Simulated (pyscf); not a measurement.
A first-order saddle from PySCF, ωB97X-D3(BJ)/def2-SVP:

```xyz
11

P     -1.3614     0.2439     0.1376
Ga    -2.4705     1.0287     2.0481
H     -0.8543    -0.9991    -0.6467
H     -2.1782     0.7119    -0.9221
H     -2.1268     0.3151     3.3926
H     -3.4607     2.2290     1.9087
Si     0.7579     0.7116    -0.8554
H      0.0249    -0.8064    -1.4964
H      1.7266    -0.1283    -0.0928
H      1.1219     1.0595    -2.2691
H      0.8950     2.0854    -0.2181
```

Surface: singlet, charge 0. Lowest wavenumbers (cm⁻¹): 1703i, 31, 65, 135, 250.

Q: What reaction is this the transition state of?

A: H₂P–GaH₂ (SMILES [PH2][GaH2]) + SiH₄ (SMILES [SiH4]) ⇌ H₃Si–PH–GaH₂ (SMILES [SiH3][PH][GaH2]) + H₂ (SMILES [H][H]), a four-centre exchange read from left to right: H–P, H–Si broken and P–Si, H–H formed. At ωB97M-D3(BJ)/def2-TZVP it lies +2.82 eV from the left side and +2.87 eV from the right (each side as separated species at their lowest minima found). This is the saddle that the search found; another between the same sides may lie lower. Elements up to Kr have no core potential and no relativistic terms here.
